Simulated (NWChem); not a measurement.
**Correlation energy of B (+1)**

```xyz
1

B      0.0000     0.0000     0.0000
```
Charge +1, spin multiplicity 1.

All runs are NWChem calculations.

Basis set: 6-311G**. Each correlation energy counts from its own Hartree-Fock reference.

```
method      correlation energy (mHa)
----------  ------------------------
CR-CCSD[T]                     -59.8
CR-CCSD(T)                     -59.8
CCSDT                          -59.8
SCS-MP2                        -41.3
CCSD                           -59.8
MP2                            -34.4
```

The values span 25.5 mHa, from CCSDT (lowest) to MP2 (highest). 

The correlated methods keep 1 core orbital frozen. The Pople sets run with spherical d functions. Coupled-cluster values serve here as a point of comparison, not as the truth.
